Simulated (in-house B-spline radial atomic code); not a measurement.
Functionals against ionisation energies along an isoelectronic series: Mg to Ar⁶⁺

Ionisation energies as differences of self-consistent total energies from an all-electron radial atomic-structure program (B-spline basis): all electrons, radial basis limit, scalar-relativistic (one-electron X2C), spin-polarised at highest spin, spherical densities; exact exchange is averaged over the determinants of each configuration. No spin-orbit coupling, Breit or QED terms. NIST's values run from ground level to ground level, so in open shells the differences also hold multiplet and fine-structure energies that spherical high-spin averages miss. Columns give computed minus NIST, in eV; a star marks a semi-empirical value. Species are left out where the tabulated value is theory, is uncertain by more than 0.12 eV, or (13 ions, such as In⁴⁺, Te⁴⁺ and Bi⁴⁺) lies off its series for all methods alike, which flatters the means a little.

```json
{"species": "Mg", "shell": "3s", "NIST (eV)": "7.65", "RPBE": "-0.01", "TPSSh": "-0.10", "wB97X": "-0.03", "r2SCAN0": "-0.25", "B97-1": "+0.08", "AM05": "-0.16"}
{"species": "Al⁺", "shell": "3s", "NIST (eV)": "18.83", "RPBE": "-0.06", "TPSSh": "-0.19", "wB97X": "-0.14", "r2SCAN0": "-0.39", "B97-1": "+0.09", "AM05": "-0.23"}
{"species": "Si²⁺", "shell": "3s", "NIST (eV)": "33.49", "RPBE": "-0.09", "TPSSh": "-0.26", "wB97X": "-0.29", "r2SCAN0": "-0.52", "B97-1": "+0.09", "AM05": "-0.29"}
{"species": "P³⁺", "shell": "3s", "NIST (eV)": "51.44", "RPBE": "-0.11", "TPSSh": "-0.33", "wB97X": "-0.44", "r2SCAN0": "-0.65", "B97-1": "+0.08", "AM05": "-0.35"}
{"species": "S⁴⁺", "shell": "3s", "NIST (eV)": "72.59", "RPBE": "?", "TPSSh": "?", "wB97X": "?", "r2SCAN0": "?", "B97-1": "?", "AM05": "?"}
{"species": "Cl⁵⁺", "shell": "3s", "NIST (eV)": "96.94 ± 0.04*", "RPBE": "-0.17", "TPSSh": "-0.47", "wB97X": "-0.81", "r2SCAN0": "-0.94", "B97-1": "+0.03", "AM05": "-0.51"}
{"species": "Ar⁶⁺", "shell": "3s", "NIST (eV)": "124.41 ± 0.06*", "RPBE": "-0.20", "TPSSh": "-0.55", "wB97X": "-1.01", "r2SCAN0": "-1.09", "B97-1": "0.00", "AM05": "-0.60"}
```

Problem. What are the differences for S⁴⁺ ([Ne] 3s2)?

Solution. RPBE -0.12; TPSSh -0.38; wB97X -0.60; r2SCAN0 -0.78; B97-1 +0.08; AM05 -0.41 eV.

Problem. How do the methods rank, and which species is hardest?

Solution. Mean absolute (signed) differences: B97-1 0.07 (+0.06) eV; RPBE 0.11 (-0.11) eV; TPSSh 0.32 (-0.32) eV; AM05 0.36 (-0.36) eV; wB97X 0.48 (-0.48) eV; r2SCAN0 0.66 (-0.66) eV. For Si²⁺, which loses a 3s electron, the nearest method is off by -0.09 eV, the largest such miss.
